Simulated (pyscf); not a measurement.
## Substitution at O: HO–Si(F)(F)–F + H• → HO–Si(F)(F)–F + H•

Gas phase, doublet surface, charge 0. Bonds broken: O1–H6. Bonds formed: O1–H7. PySCF, gas phase, ωB97X-D3(BJ)/def2-SVP geometries.

Transition state (Å):

```xyz
7

O     -1.3686    -1.0970     0.3979
Si    -0.1695    -0.0746    -0.2319
F      0.3163     1.0083     0.8366
F     -0.8051     0.7019    -1.4743
F      1.0987    -0.8938    -0.7517
H     -0.8617    -1.6261     1.2889
H     -2.3867    -1.0591    -0.1609
```

One imaginary mode, 2816i cm⁻¹; descent along it reached the two sides named.

```tsv
bond	change	reactant side (Å)	saddle	product side
O1–H6	breaks	0.962	1.154	4.1
O1–H7	forms	3.3	1.162	0.962
```

Electronic energies relative to the separated reactants (kJ/mol):

```
level                   barrier  reaction energy  reverse barrier
----------------------  -------  ---------------  ---------------
ωB97X-D3(BJ)/def2-TZVP    163.0              0.0            163.0
PBE/def2-TZVP             106.7              0.0            106.7
r²SCAN/def2-TZVP          120.0              0.0            120.0
B3LYP-D3(BJ)/def2-TZVP    125.3              0.0            125.3
PBE0-D3(BJ)/def2-TZVP     135.8              0.0            135.8
M06-2X/def2-TZVP          152.0              0.0            152.0
ωB97M-D3(BJ)/def2-TZVP    147.9              0.0            147.9
HF/def2-TZVP              249.6              0.0            249.6
```

With ωB97M-D3(BJ)/def2-TZVP energies and thermal terms (ideal gas, 1 atm, RRHO with modes under 100 cm⁻¹ raised to 100, one conformer, R ln 2 for chiral ones without a mode under 150 cm⁻¹), in kJ/mol:

```
T (K)    ΔH‡    ΔG‡   ΔH   ΔG
-----  -----  -----  ---  ---
298    134.4  162.6  0.0  0.0
600    133.4  191.6  0.0  0.0
900    133.0  220.9  0.0  0.0
1200   132.9  250.2  0.0  0.0
```

One saddle was located; it need not be the lowest between these sides. The angle at the attacked O is 140°.
